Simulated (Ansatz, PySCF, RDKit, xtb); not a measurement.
# C3H6F+: a search for the lowest isomer

Only the formula C3H6F+ is given (charge +1). Aim: find the structure of lowest free energy at 298.15 K, then its properties.

The funnel: GFN2-xTB relaxations, single points with a density functional, relaxations at B3LYP-D3(BJ)/def2-SVP, harmonic vibrations, and a last energy at a higher level. All values are calculated.

4 further runs of the same task are left out: 4 set aside as unsound or not needed.

## 1. Candidates

All bonding patterns within simple valence rules are listed by program: one Lewis structure each, at most two rings and one unusual centre or charged pair. O–O, O–halogen and N–halogen bonds and N–N–N chains are not drawn. That gives 5 candidates.

```csv
label,SMILES,spin
c018,C[CH+]CF,singlet
c032,C[C+](C)F,singlet
c128,CC[CH+]F,singlet
c484,[CH2+]CCF,singlet
c961,[CH2+][C@H](C)F,singlet
```

Candidates are built by distance geometry, with a force field where one applies, in up to four conformers (letters a to d).

Q: Predict the outcome of this search (final energies at CCSD(T)/def2-TZVP).

| quantity | value |
| --- | --- |
| lowest structure found | C[C+](C)F, singlet, C2 |
| next finalist | CC[CH+]F, singlet, 18.6 kcal/mol higher in G |
| share at equilibrium, among the finalists | 100.0 % |
| harmonic wavenumbers, lowest and highest (B3LYP-D3(BJ)/def2-SVP) | 93 and 3177 cm⁻¹ |
| rotational constants, same geometry | 0.3336, 0.2786, 0.1608 cm⁻¹ |
| HOMO energy (PBE0/def2-TZVPD) | -17.16 eV |
| LUMO energy (PBE0/def2-TZVPD) | -8.98 eV |
| HOMO–LUMO gap (PBE0/def2-TZVPD) | 8.18 eV |
| lowest excitation (TD-PBE0/def2-SVPD) | 6.04 eV (f = 0.000) |
| strongest of the states computed, same level | 7.47 eV (f = 0.270) |
| lowest triplet excitation, same level, Tamm-Dancoff | 5.40 eV |
| vertical ionisation energy | 19.59 eV |
| vertical recombination energy (electron added) | 6.71 eV |
| vertical triplet less singlet | +5.35 eV |

`C[C+](C)F` comes out lowest. Among the finalists first place is clear (18.6 kcal/mol); structures outside the list aren't covered. GFN2-xTB, HF/STO-3G, r2SCAN-D4/def2-SVP, B3LYP-D3(BJ)/def2-SVP, HF/def2-TZVP and MP2/def2-TZVP already put its bonding pattern lowest among the structures in one piece. The search is not exhaustive (a finite list of starts, one conformer a finalist), so a lower isomer can't be ruled out. Patterns outside the rules of the enumeration were met only by chance.
